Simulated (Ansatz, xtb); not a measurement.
# AlClH3Si: where a starting geometry ends

The starting geometry of this gas-phase doublet was built from a drawn formula by distance geometry and a force field; its bonds are those of `[AlH2][SiH]Cl`.

```
atom    x (Å)    y (Å)    z (Å)
  Al  -0.1091  -0.6435  -0.8276
  Cl  -1.7803  -2.7005   1.6359
  Si  -1.5336  -0.6946   1.0536
   H   0.5459  -1.9623  -1.3915
   H   0.3148   0.7683  -1.4971
   H  -0.9655   0.0649   2.1825
```

Problem. Predict what becomes of its bonds when it is optimised with r2SCAN-D4/def2-SVP.

Solution. It keeps its bonds, and is `[AlH2][SiH]Cl`.

The energy falls by 0.19 eV over 8 steps:

| step | E − E(last) (eV) |
| --- | --- |
| 1 | 0.189 |
| 2 | 0.088 |
| 3 | 0.060 |
| 4 | 0.011 |
| 5 | 0.003 |
| 6 | 0.000 |
| 7 | 0.000 |
| 8 | 0.000 |

Final geometry (Å):

```xyz
6

Al    0.0338   -0.6589   -0.9181
Cl   -1.7224   -2.6871    1.8685
Si   -1.1071   -0.8375    1.1522
H     0.2897   -1.9845   -1.7468
H     0.4632    0.8034   -1.3595
H    -1.4852    0.1969    2.1595
```

From the same start GFN2-xTB ends elsewhere, differing in Al1–Cl2 (2.06 against 3.87 Å here), Cl2–Si3 (3.34 against 2.08 Å here).

The end wasn't checked by frequencies. Open shells are spin-unrestricted. Run with Ansatz 0.2.0, 69 s on 1 thread of AMD EPYC 7R43 64-Core Processor (Zen 3), with other jobs on the host.
